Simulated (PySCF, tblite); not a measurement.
## Complex of ammonia and 2 × hydrogen fluoride

A gas-phase complex of ammonia and 2 × hydrogen fluoride; neutral, singlet. The structure comes from a short search (6 tight-binding starts) and was relaxed by PBE0-D3(BJ)/def2-TZVPD; another way of binding may lie lower. No frequency run checks that it is a minimum.

```
part               name  SMILES  atoms  charge  multiplicity
   1            ammonia       N    1–4       0             1
   2  hydrogen fluoride       F    5–6       0             1
   3  hydrogen fluoride       F    7–8       0             1
```

Coordinates in Å:
```
N1     -0.249   -0.237    0.271
H2      0.603   -0.758    0.100
H3     -0.547    0.179   -0.603
H4     -0.041    0.514    0.923
F5     -2.039   -1.366    1.565
H6     -1.317   -0.994    0.961
F7     -1.579    0.689    2.942
H8     -1.887   -0.122    2.561
```

```csv
contact,kind (by geometry),distance (Å),angle (°)
H6···N1,hydrogen bond,1.479,169
H8···F5,hydrogen bond,1.600,161
```

Deforming the relaxed parts to their shape here costs 4.9 kcal/mol, which the interaction energies leave out.

Interaction energies are complex less parts, with the parts frozen as they stand in it; counterpoise-corrected, in kcal/mol (PySCF).

(1) Give the interaction energy at each level run.

(2) What holds them together? Decompose the wB97M-D3(BJ)/def2-TZVPD energy: frozen parts, their antisymmetrised product, then relaxation.

(3) Are the pair energies additive?

The parts were also relaxed and run alone, at the levels used for the complex: shieldings by PBE0/pcSseg-2; core levels by delta-SCF with SCAN, pcX-2 on the ionised atom and pcseg-1 elsewhere, spin-free X2C.

(4) How do these values change when the complex forms?

Results:

(1) 
```
                  level  interaction  superposition error removed
wB97M-D3(BJ)/def2-TZVPD       -27.91                        -0.36
 PBE0-D3(BJ)/def2-TZVPD       -30.65                        -0.34
      RI-MP2/def2-TZVPD       -25.89                        -1.82
```

(2) electrostatic -48.1, Pauli repulsion +59.1, orbital relaxation -37.4, dispersion correction -1.9 kcal/mol, which sum to the value before the counterpoise correction; the Pauli term holds the exchange-correlation of the frozen density too. Of the attraction, 55 % is electrostatic, 43 % is orbital relaxation, 2 % is dispersion correction.

(3) The pairs sum to -22.62 kcal/mol (1–2 -15.2, 1–3 -3.6, 2–3 -3.8); the rest of -5.29 is a many-body strengthening.

(4) 
| property | alone | in the complex | change |
| --- | --- | --- | --- |
| F5–H6 bond (Å) | 0.921 | 1.013 | +0.092 |
| shielding of H6 (ppm) | 29.16 | 16.10 | -13.06 |
| shielding of N1 (ppm) | 263.7 | 243.9 | -19.8 |
| shielding of H8 (ppm) | 29.16 | 23.30 | -5.86 |
| shielding of F5 (ppm) | 410.5 | 332.8 | -77.7 |
| N1 1s core level (eV) | 405.54 | 407.37 | +1.83 |
| F5 1s core level (eV) | 694.11 | 691.75 | -2.37 |
| F7 1s core level (eV) | 694.11 | 692.23 | -1.88 |

Density functionals tend to overstate the lengthening and the red shift of so strongly bound an X–H bond.

The 5 runs behind this took 80 s in all, one thread each of Arm Neoverse V1 on a shared host, launched as `OMP_NUM_THREADS=1 python cluster_run.py task.json out`.
